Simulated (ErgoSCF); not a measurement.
# One shape, several levels: B2H2O (SMILES B1BO1)

Wanted: a comparison of 6 runs (HF/3-21G, HF/def2-SVP, BP86/6-31G**, PBE0/def2-SVP, PBE0/6-31+G*, PBE0/def2-TZVP) of B2H2O. 

The calculation is run with ErgoSCF 3.8.

1 further run of the same task is left out (set aside as unsound or not needed).

## Step 1: The molecule

The species is B2H2O (5 atoms), meant as a singlet with charge 0. SMILES: `B1BO1`. The coordinates come from a GFN2-xTB relaxation.

Bond lengths: B1–B2 1.534 Å, B1–O3 1.374 Å, B2–O3 1.375 Å, B1–H4 1.158 Å, B2–H5 1.158 Å. Angles: B1–B2–O3 56.1°, B2–B1–O3 56.1°, B1–O3–B2 67.8°, B1–B2–H5 176.0°, O3–B2–H5 127.9°, B2–B1–H4 175.9°, O3–B1–H4 128.0°.

## Step 2: A single-point energy at HF/3-21G (run 1)

Input file input.ego:

```
set_nthreads("env")
basis = "3-21G"
scf.output_mulliken_pop = 1
scf.use_diagonalization = 1
tmpdir = "."
scf.max_number_of_iterations = 120
molecule_inline Angstrom
B  -0.692620 -0.142080 -0.355400
B  0.610460 0.475000 0.167750
O  0.198480 -0.804800 0.453860
H  -1.691510 -0.536390 -0.788140
H  1.575180 1.008270 0.521930
EOF
run "HF"
```

The basis set 3-21G is read from a file made from the Basis Set Exchange's data (not shown).

Run with:

```sh
$ ergo input.ego
```

Standard output:

```text
[...]
INSC SCF_general constructor, number of basis functions: 31
[...]
INSC Energy   1 =        -70.56057383679
[...]
INDE E_LUMO =          0.09809924399
[...]
INSC Energy  16 =       -124.68292603321  ( diff     -0.000000000000483 )
[...]
RESC CONVERGED after  16 iterations.
RESC FINAL ENERGY:       -124.68292603321
[...]
INSC SCF: dipole_moment_x [atomic units] =      -0.08188341
INSC SCF: dipole_moment_y [atomic units] =       0.33299387
INSC SCF: dipole_moment_z [atomic units] =      -0.18755320
[...]
```

Wall time 0.96 s (1 thread of Intel Xeon 6975P-C (Granite Rapids), shared host); peak memory 0.26 GiB.

## Step 3: The energy at HF/def2-SVP (run 2)

Input file ergo.in:

```
set_nthreads("env")
molecule_inline
B   -1.30886211  -0.26849229  -0.67160866
B    1.15360221   0.89761991   0.31700156
O    0.37507284  -1.52085159   0.85767110
H   -3.19649064  -1.01363020  -1.48936875
H    2.97665880   1.90535416   0.98630476
EOF
charge = 0
scf.output_mulliken_pop = 1
basis = "def2-SVP"
scf.use_diagonalization = 1
tmpdir = "."
scf.max_number_of_iterations = 120
spin_polarization = 0
run "HF"
```

The basis set def2-SVP is read from a file made from the Basis Set Exchange's data (not shown).

Run with:

```sh
$ ergo < ergo.in
```

Standard output:

```text
[...]
INSC SCF_general constructor, number of basis functions: 52
[...]
INSC Energy   1 =        -44.20180508113
[...]
INDE E_LUMO =          0.08896552053
[...]
INSC Energy  17 =       -125.29759626619  ( diff     -0.000000000003240 )
[...]
RESC CONVERGED after  17 iterations.
RESC FINAL ENERGY:       -125.29759626619
[...]
INSC SCF: dipole_moment_x [atomic units] =      -0.06094920
INSC SCF: dipole_moment_y [atomic units] =       0.24815757
INSC SCF: dipole_moment_z [atomic units] =      -0.13971690
[...]
```

Wall time 6 s (1 thread of Intel Xeon 6975P-C (Granite Rapids), shared host); peak memory 0.26 GiB.

Runs 3 to 5 aren't shown in full; the table further down has their settings and results.

## Step 4: A single-point energy at PBE0/def2-TZVP (run 6)

Input file input.ego:

```
set_nthreads(1)
molecule_inline
B  -1.30886211 -0.26849229 -0.67160866
B  1.15360221 0.89761991 0.31700156
O  0.37507284 -1.52085159 0.85767110
H  -3.19649064 -1.01363020 -1.48936875
H  2.97665880 1.90535416 0.98630476
EOF
XC.radint = 1e-11
basis = "def2-TZVP"
spin_polarization = 0
scf.max_number_of_iterations = 120
XC.angint = 41
scf.use_diagonalization = 1
scf.output_mulliken_pop = 1
charge = 0
tmpdir = "."
XC.sparse_mode = 0
run "PBE0"
```

The basis set def2-TZVP is read from a file made from the Basis Set Exchange's data (not shown).

Run with:

```sh
$ ergo input.ego
```

Standard output:

```text
[...]
INDF Weighted mixed functional:
[...]
INSC Energy   1 =        -32.36275740308
[...]
INDE E_LUMO =         -0.05837959452
[...]
INSC Energy  14 =       -126.01501171287  ( diff     -0.000000000000341 )
[...]
RESC CONVERGED after  14 iterations.
RESC FINAL ENERGY:       -126.01501171287
[...]
INSC SCF: dipole_moment_x [atomic units] =      -0.02964686
INSC SCF: dipole_moment_y [atomic units] =       0.12108341
INSC SCF: dipole_moment_z [atomic units] =      -0.06810052
[...]
```

It took 77 s on 1 thread of Intel Xeon 6975P-C (Granite Rapids), shared host; peak memory 0.27 GiB.

## Step 5: The series

```csv
run,level,integration grid,radint,energy (Eh),dipole moment (D),wall time
1,HF/3-21G,–,–,-124.682926,0.99,0.96 s
2,HF/def2-SVP,–,–,-125.297596,0.74,6 s
3,BP86/6-31G** (spherical functions),Turbo,1e-11,-126.108281,0.18,7.5 s
4,PBE0/def2-SVP,Turbo,1e-11,-125.869570,0.23,13 s
5,PBE0/6-31+G* (spherical functions),Turbo,1e-11,-125.967837,0.46,16 s
6,PBE0/def2-TZVP,Turbo,1e-11,-126.015012,0.36,77 s
```

## Step 6: Outcome

| quantity | value |
| --- | --- |
| run 6: total energy | -126.01501 Eh |
| run 6: dipole moment | 0.36 D |

The dipole moment (its size) runs from 0.18 D (BP86/6-31G**) to 0.99 D (HF/3-21G). The two ends differ in method and basis. Totals of different functionals can't be ranked against each other. All runs together took 2 min, the longest 77 s.
